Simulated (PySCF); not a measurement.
Fill in the blanks.

Species: MgF (doublet state).
SMILES with atom numbers: `[F:1][Mg:2]`

```json
{"property": "point group", "level": "PBE0-D3(BJ)/def2-SVP", "value": "?"}
{"property": "rotational constant B (linear)", "level": "PBE0-D3(BJ)/def2-SVP", "value": "15.251 GHz"}
{"property": "dipole moment", "level": "PBE0-D3(BJ)/def2-SVP", "value": "?"}
{"property": "isotropic g value", "level": "unrestricted B3LYP/IGLO-III on F, def2-TZVP with a decontracted core on Mg, mean-field spin–orbit", "value": "?"}
{"property": "spin squared ⟨S²⟩", "level": "unrestricted B3LYP/IGLO-III on F, def2-TZVP with a decontracted core on Mg", "value": "0.750"}
{"property": "largest isotropic hyperfine couplings (means over sets of like nuclei)", "level": "unrestricted B3LYP/IGLO-III on F, def2-TZVP with a decontracted core on Mg, mean-field spin–orbit", "value": "?"}
```

Gas-phase values; electronic properties from PySCF, density fitting. Isolated species at its PBE0-D3(BJ)/def2-SVP geometry, gas phase.

(1) The dipole moment?

(2) What is the isotropic g value?

(3) The point group?

(4) What are the largest isotropic hyperfine couplings (means over sets of like nuclei)?

## Answers

(1) 3.12 D.

(2) 2.00114.

(3) C∞v.

(4) 25Mg -325.8 (Mg2), 19F +218.1 (F1) MHz.

⟨S²⟩ is 0.000 above the pure-spin value S(S + 1) = 0.75. The dipole equals about 10.4 × 10⁻³⁰ C·m (1 D = 3.33564 × 10⁻³⁰ C·m). At 9.50 GHz, hν = g·μB·B₀ (B₀ the magnetic field) puts the centre of the isotropic spectrum, to first order, at 339.2 mT. A dipole of 3.12 D is allowed in C∞v, and pure rotational transitions are dipole-allowed. B corresponds to 0.5087 cm⁻¹ (most abundant isotopes).
